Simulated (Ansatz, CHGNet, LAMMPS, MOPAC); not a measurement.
# Elastic constant C11 of rock-salt PbS: levels of theory against measurement

Reference value: 126 GPa (measured, temperature not stated, not corrected to a static lattice; as tabulated in Oses et al. (2018), arXiv:1811.08464).

What do ionic model fan2014, PM6 semi-empirical Hartree-Fock (MOPAC), CHGNet-r²SCAN, LDA, PBE, r²SCAN, B3LYP (VWN-RPA form), PBE0, Hartree–Fock give, and how far is each from the reference?


```csv
level (code),value (GPa),cell (Å³/atom),difference (%)
"ionic model fan2014 (rigid ions, LAMMPS)",128,26.19,+1.6
PM6 semi-empirical Hartree-Fock (MOPAC),161,20.82,+28
CHGNet-r²SCAN,52.9,26.69,-58
LDA (Ansatz),163,24.97,+29
PBE (Ansatz),125,27.12,-0.8
r²SCAN (Ansatz),138,26.66,+9.5
B3LYP (VWN-RPA form) (Ansatz),115,28.08,-8.7
PBE0 (Ansatz),137,26.60,+8.7
Hartree–Fock (Ansatz),104,29.56,-17.5
```

The reference's temperature isn't stated, so close values are not ranked against it. Off by more than 25 %, or 35 % on the side where a correction would as a rule narrow the miss (bounds picked here): CHGNet-r²SCAN (-58 %).

The measured value isn't corrected to a static lattice, so vibrations enter the comparison. A static lattice is as a rule stiffer than a warm one, by over a tenth in soft solids.  Density-functional levels without +SOC have no spin–orbit coupling. PM6 semi-empirical Hartree-Fock (MOPAC): the relaxed volume lies over a fifth from the starting cell. PM6 semi-empirical Hartree-Fock (MOPAC): the method was fitted mainly to molecules. PM6 semi-empirical Hartree-Fock (MOPAC): the run uses a supercell at the zone centre in place of a k mesh. LDA: the solid has no gap at this level, which affects its response. Each level is taken at its own relaxed cell. Cutoffs and k meshes differ between the levels. Ansatz's density-functional and Hartree–Fock values are scalar-relativistic unless marked +SOC, with PAW data made under PBE.

Empirical potentials (ionic model fan2014) are fitted to chosen data: where that held the value shown, agreement is built in, and what lay outside the fit can be far off. Machine-learned potentials (CHGNet-r²SCAN) are trained on DFT data: a solid inside that data is no test of them.

Differences are worked out from the printed values.

Ansatz is a quantum-chemistry and plane-wave program.
